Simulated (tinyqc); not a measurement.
Inside a calculation. Method: coupled-perturbed Hartree-Fock on RHF in the sto-3g basis, for NH3, spin multiplicity 1. One step of it, computed by the program tinyqc.

Question. Response to a field: uncoupled start. Field along z; U_ai = -mu_ai / (e_a - e_i), alpha = -4 sum U_ai mu_ai.

orbital energies (hartree): MO1 -15.334290, MO2 -1.045751, MO3 -0.515812, MO4 -0.515812, MO5 -0.364762, MO6 0.533414, MO7 0.592294, MO8 0.592350

dipole integrals <a|z|i> (bohr), order a6, a7, a8:
$$\begin{pmatrix}
-0.044901 & 0.114184 & 0.000000 & -0.000894 & -0.280361 \\
0.000000 & 0.000000 & 0.564896 & 0.000000 & 0.000000 \\
-0.000077 & 0.000273 & 0.000000 & 0.564898 & -0.000401
\end{pmatrix}$$

Give: uncoupled U; uncoupled polarisability.

Answer.

uncoupled U, order a6, a7, a8:
$$\begin{pmatrix}
0.003 & -0.072 & 0.000 & 0.001 & 0.312 \\
0.000 & 0.000 & -0.510 & 0.000 & 0.000 \\
0.000 & 0.000 & 0.000 & -0.510 & 0.000
\end{pmatrix}$$

uncoupled polarisability = 2.687 bohr^3
